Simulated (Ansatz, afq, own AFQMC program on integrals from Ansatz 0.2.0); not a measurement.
BCN, triplet: a scan with AFQMC

```xyz
3

B     0.0000    0.0000   -1.1629
C     0.0000    0.0000   -0.0029
N     0.0000    0.0000    1.1659
```

The B1–C2 distance is changed with both sides rigid. Energies in eV count from this geometry (1.160 Å) at the same level; the start stands on UHF, each point on the determinant named.

Basis cc-pVDZ. Only valence electrons are correlated. Ansatz 0.2.0 and our own AFQMC program on the same integrals; the CISD trial comes from CCSD amplitudes, and released means the phaseless constraint is let go. Uncertainties: one standard error, sampling alone.

Cautions, each for one point or more: a spin-contaminated unrestricted determinant lies lower; higher spins were not checked; lower spins were not checked; strong correlation; the ph-AFQMC/CISD walk drifts between its halves; unrestricted determinant spin contaminated; walk and cluster series may follow different spin states.

| r(B1–C2) / Å | det. | T1 | weight | ⟨S²⟩ | PBE0 | B3LYP | CCSD(T) |
| --- | --- | --- | --- | --- | --- | --- | --- |
| 1.788 | UHF | 0.030 | 0.85 | 2.04 | -1.721 | -1.694 | -2.329 |
| 2.371 | UHF¶ | 0.068 | 0.75 | 2.42 | 0.646 | 0.494 | -0.193 |
| 3.224 | ROHF | 0.051 | 0.79 | pure | 1.477 | 1.250 | 0.238 |
| 4.852 | ROHF† | 0.050 | 0.79 | pure | 1.524 | 1.302 | 0.246 |

**Question.** Estimate the curve of phaseless AFQMC with a CISD trial, counted from the same start.

**Answer.** 
| r(B1–C2) / Å | det. | T1 | weight | ⟨S²⟩ | ph-AFQMC/CISD | released AFQMC | CCSDT(Q) |
| --- | --- | --- | --- | --- | --- | --- | --- |
| 1.788 | UHF | 0.030 | 0.85 | 2.04 | -2.340 ± 0.041 | -2.341 ± 0.061* | -2.318 |
| 2.371 | UHF¶ | 0.068 | 0.75 | 2.42 | -0.321 ± 0.048 | -0.230 ± 0.084* | -0.249 |
| 3.224 | ROHF | 0.051 | 0.79 | pure | 0.259 ± 0.048 | 0.267 ± 0.090* | 0.243 |
| 4.852 | ROHF† | 0.050 | 0.79 | pure | 0.271 ± 0.044 | 0.315 ± 0.077* | 0.253 |

Weight is that of the determinant in the CISD state; at the start T1 is 0.054 and the weight 0.81, and ⟨S²⟩ is 2.23. ¶ marks points with a poor determinant and no full CI, where no value is sure; they don't count among the departures. An asterisk marks released energies that aren't shown to be converged. A dagger marks points whose determinant fills other symmetries than the start's, so the wave-function levels may follow another state there, or a degenerate partner. Largest departures from phaseless AFQMC with a CISD trial: CCSD(T) -0.025 eV at 4.852 (on ROHF) (within the noise), CCSDT(Q) 0.022 eV at 1.788 (on UHF) (within the noise), PBE0 1.217 eV at 3.224, B3LYP 0.991 eV at 3.224. The walk's constraint bias lies outside its error bars, so these are departures and not errors. Functionals count only at points shown to share the start's state and spin. In this small basis the wave-function levels are far from their limit, so their gap to the functionals isn't the functionals' error. In total energy ph-AFQMC/CISD lies 97 ± 27 meV above CCSDT(Q) at the start, so its agreement along the curve rests in part on cancellation.

CCSDT and higher add their correlation energy to the determinant of the CCSD(T) run, since their own runs factorise the integrals more tightly (a shift of under 2 meV). A walk keeps the symmetry of its determinant, which the program's search chose and which needn't be the lowest solution, so a lower state of the same spin and another symmetry isn't excluded.
